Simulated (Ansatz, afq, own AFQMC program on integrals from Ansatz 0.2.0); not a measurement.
Breaking Si1–H5 in Si2Ge2H8, singlet

```xyz
12

Si   -1.3866    0.3687   -0.9237
Ge   -0.9258    0.1093    1.4334
Si    1.3873   -0.3657    0.9239
Ge    0.9253   -0.1118   -1.4336
H    -2.3589   -0.6266   -1.4749
H    -1.8309    1.7429   -1.3164
H    -1.6825   -1.0527    2.1073
H    -1.1469    1.3839    2.2720
H     1.8368   -1.7372    1.3198
H     2.3561    0.6346    1.4725
H     1.1418   -1.3906   -2.2671
H     1.6844    1.0452   -2.1132
```

Products: Si2Ge2H7 (doublet; SiH–GeH2–SiH2–GeH2, closed to a ring) and H (doublet), each relaxed with PBE0/def2-SVP like the molecule; electronic energies without zero-point terms. Determinants: RHF, UHF and UHF in that order.

Basis def2-SVP. Noble-gas cores (and the filled d shells of Ga–Kr and In–Xe) are frozen. AFQMC by an in-house program on the Cholesky factors that Ansatz 0.2.0 writes for its CCSD(T) run. ph-AFQMC/CISD is guided by a CISD state made of CCSD amplitudes; releasing the constraint for a short imaginary time cuts its bias at the price of noise, slowly where states lie close. Uncertainties: one standard error, sampling alone. No spin–orbit coupling. The errors of all members are added in quadrature.

No full CI on the walks' own integrals is used here. The released AFQMC energy serves as the reference, which it does only where one determinant dominates, the energy is flat over the last release times and near the phaseless one (40 meV or 2 meV an electron, half that with transition metals). On small molecules, where full CI could be run and the noise was under 10 meV, such values lay within 10 meV of it in 19 cases of 20, a flattering rate, since the rule was set on those same cases; what remains of the bias isn't in the error bar. Each member takes its own surest rung, up to full CI.

Errors are counted within def2-SVP, not against nature.

Cautions: inner d shell frozen; no relativity below Rb; no spin-orbit coupling; Si₂Ge₂H₈ (singlet): the released value is read at 0.90 1/Eh with a noise of 11 meV, more than in the cases checked (meV from the phaseless value at times in 1/Eh: 0 ± 8 at 0.21, -10 ± 10 at 0.42, -9 ± 12 at 0.63, -4 ± 11 at 0.90); Si₂Ge₂H₇ (doublet): the released value is read at 0.90 1/Eh with a noise of 18 meV, more than in the cases checked (meV from the phaseless value at times in 1/Eh: -6 ± 15 at 0.21, -14 ± 16 at 0.42, -14 ± 20 at 0.63, -26 ± 18 at 0.90).

Reference (AFQMC with the constraint released): 84.3 ± 0.5 kcal/mol.

| level | bond energy (kcal/mol) | error against released AFQMC (kcal/mol) |
| --- | --- | --- |
| HF | 70.5 | -13.9 ± 0.5 |
| MP2 | 82.7 | -1.7 ± 0.5 |
| CCSD | 85.1 | 0.8 ± 0.5 |
| CCSD(T) | 85.0 | 0.7 ± 0.5 |
| ph-AFQMC/HF | 86.1 ± 1.5 | 1.7 ± 1.6 |
| ph-AFQMC/CISD | 84.8 ± 0.4 | 0.5 ± 0.7 |

Correlation beyond CCSD(T) changes it by less than twice the noise. The perturbative (T) step is worth −0.2 kcal/mol.

Released energies are given only where the last usable release times agree within the noise; a slower fall can still hide under it.
